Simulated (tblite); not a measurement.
C2H3NO (charge -1 and doublet state).
Cartesian coordinates in Å at the GFN2-xTB level; atoms count from 1:
```
atom  x, y, z in Å
N1     1.2637   -0.6508   -0.2655
C2     0.3133    0.2254    0.0317
C3    -1.0419   -0.1145    0.0430
O4    -2.0064    0.6592    0.3148
H5     2.1901   -0.2144   -0.2211
H6     0.5436    1.2745    0.2864
H7    -1.2591   -1.1745   -0.2163
```

Computed values, GFN2-xTB/tblite, gas phase, harmonic and unscaled. Against measured fundamentals such values can be off by several per cent, at times by over 20. One conformer, not necessarily the lowest. Open shells enter through the occupations alone, without spin polarisation, and single modes of such species can be off by tens of per cent.

Harmonic wavenumbers (cm⁻¹): 262.2, 324.9, 567.9, 582.8, 775.1, 897.2, 1110.5, 1256.1, 1334.5, 1342.2, 1429.2, 1649.2, 2667.8, 2760.0, 3222.7.

A = 58621, B = 4588, C = 4255 MHz; mass 57.021 u (most abundant isotopes); point group Cs, symmetry number 1; spin multiplicity 2.

Zero-point energy?

Half the sum of the wavenumbers: 10091 cm⁻¹ = 120.72 kJ/mol.

What is S at 298.15 K and 1 bar for an ideal gas of classical rigid rotors and harmonic oscillators?

Translation 159.28, rotation 96.88, vibration 18.63, spin (R ln 2) 5.76: S = 280.6 J/(mol K).

And Cp and H(298.15 K) − H(0)?

Cp = 64.96 J/(mol K), of which vibrations give 31.70 (their classical limit is 15 R = 124.7); H(298.15 K) − H(0) = 13.63 kJ/mol without the zero-point energy, 3.71 from vibrations.

How do the functions run with temperature in this model?

```csv
T (K),S (J/(mol K)),Cp (J/(mol K)),H − H(0) (kJ/mol),G − H(0) (kJ/mol),ln q(vib)
50,202.6,33.6,1.66,-8.46,0.00
100,227.0,38.1,3.44,-19.26,0.03
373.15,296.2,74.9,18.88,-91.66,1.14
500,320.2,89.6,29.34,-130.78,1.89
750,360.8,110.4,54.53,-216.08,3.46
1000,394.6,123.9,83.94,-310.63,5.02
```

q(vib) and H(0) count from the zero-point level.

Which modes carry the vibrational entropy at 298.15 K?

262.2 cm⁻¹: 6.89; 324.9 cm⁻¹: 5.38; 567.9 cm⁻¹: 2.13; 582.8 cm⁻¹: 2.01; 775.1 cm⁻¹: 0.96; 897.2 cm⁻¹: 0.59 J/(mol K); the other 9 give 0.67 together.

What must be added to the electronic energy to get the Gibbs energy at 298.15 K and 1 bar?

ZPE + [H(298.15 K) − H(0)] − T·S = 120.72 + 13.63 − 83.65 = 50.70 kJ/mol.

Hindered rotation and anharmonicity are outside this model. Other conformers, if any are populated, would add a mixing term that is left out.

Hardware: one thread, Arm Neoverse V2 (aarch64), shared host with 96 logical CPUs at a one-minute load of 33. Cost: under 0.1 s of wall time. This covers the Hessian and the dipole derivatives.
